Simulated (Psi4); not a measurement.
This Psi4 input (MP2/jun-cc-pV(T+d)Z) gives -76.32549 Eh with 67 basis functions.

```
memory 2025 MB

molecule {
0 1
O     0.00702152    0.00134342    0.11666744
H    -0.04995842    0.75929218   -0.47415850
H    -0.00621371   -0.77003954   -0.45918106
}

set {
  basis jun-cc-pv(t+d)z
  scf_type df
  freeze_core true
}

energy('mp2')
print_variables()
```

Change:
```diff
- basis jun-cc-pv(t+d)z
+ basis 6-31g*
```

Task: What does the run give now?

Result: -76.19667 Eh (MP2/6-31G*, 19 functions), a change of +128.82 mEh.
